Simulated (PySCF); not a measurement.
Species: C3H6O2S.
SMILES with atom numbers: `[CH3:1][O:2][C:3](=[S:4])[CH2:5][OH:6]` (hydrogens: H7, H8, H9 on C1; H10, H11 on C5; H12 on O6)

Computed geometry: GFN2-xTB, gas phase.

Q: Give the optimised bond lengths and angles.

A: 
| bond | length (pm) | order |
| --- | --- | --- |
| C1–O2 | 141.5 | single |
| O2–C3 | 132.5 | single |
| C3=S4 | 162.7 | double |
| C3–C5 | 150.9 | single |
| C5–O6 | 139.6 | single |
| C1–H7, C1–H8, C1–H9 | 109.1 | single |
| C5–H10 | 109.3 | single |
| C5–H11 | 110.5 | single |
| O6–H12 | 96.5 | single |

Bonds in one row agree within 1 pm and their mean is given. Orders are formal, as drawn. A selection of angles:
| angle | degrees |
| --- | --- |
| O2–C1–H7 | 106.2 |
| O2–C1–H8 | 110.3 |
| H7–C1–H8 | 110.7 |
| H8–C1–H9 | 108.6 |
| C1–O2–C3 | 117.9 |
| O2–C3–S4 | 124.7 |
| O2–C3–C5 | 113.1 |
| S4–C3–C5 | 122.2 |
| C3–C5–O6 | 114.6 |
| C3–C5–H10 | 109.2 |
| C3–C5–H11 | 107.1 |
| O6–C5–H10 | 107.1 |
| O6–C5–H11 | 111.2 |
| H10–C5–H11 | 107.4 |
| C5–O6–H12 | 109.1 |

Torsions: C1–O2–C3–S4 1° (synperiplanar); O2–C3–C5–O6 17° (synperiplanar); H12–O6–C5–C3 -45° (synclinal). The mirror-image conformer, all signs reversed, is as good.

H12 on O6 lies 2.27 Å from O2, 4 bonds away (angle at H 101°; Bondi radii sum to 2.72 Å). The C–O distances run from 1.325 Å (O2–C3, drawn single) to 1.415 Å (C1–O2, drawn single), a spread of 0.090 Å. O6 (alcohol oxygen) is bent (angle 109.1°). Of the pairs four or more bonds apart, those above aside, S4···H9 is among the closest relative to their van der Waals radii: 2.82 Å, 94 % of the sum of Bondi's values.

Point group: C1 (no symmetry element, even within 0.4 Å). No frequency check. One conformer, not necessarily the lowest (C1–O2–C3–S4 1°, O2–C3–C5–O6 17°, C3–C5–O6–H -45°).
